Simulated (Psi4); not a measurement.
Psi4 input (wB97X-D/6-31G*):

```
memory 1500 MB

molecule {
0 2
C     0.00321063    1.07723153    0.05140708
C    -0.00311261   -1.04434114   -0.04983750
C    -1.09975982    0.06552535   -0.00413319
C     1.10012885    0.05829224    0.01004195
H     0.00642986    2.15734776    0.10295182
H     0.00083048   -1.63620330   -0.96378666
H    -0.01083500   -1.72051080    0.80359931
H    -1.75911514    0.02859720    0.87116926
H    -1.74750663    0.11249291   -0.88758417
H     1.74789278    0.01706635    0.89376693
H     1.75950128    0.10096206   -0.86498650
symmetry c1
no_reorient
no_com
}

set {
  basis 6-31G*
  reference uks
  scf_type pk
  dft_radial_points 99
  dft_spherical_points 590
  e_convergence 1e-8
  d_convergence 1e-7
  maxiter 150
}

e = energy('wb97x-d')
print_out(f'\nFINAL {e:.10f} DIPOLE {variable("CURRENT DIPOLE")[0]:.6f} {variable("CURRENT DIPOLE")[1]:.6f} {variable("CURRENT DIPOLE")[2]:.6f}\n')
```

Q: Predict the final energy.

A: -156.49486 Eh.
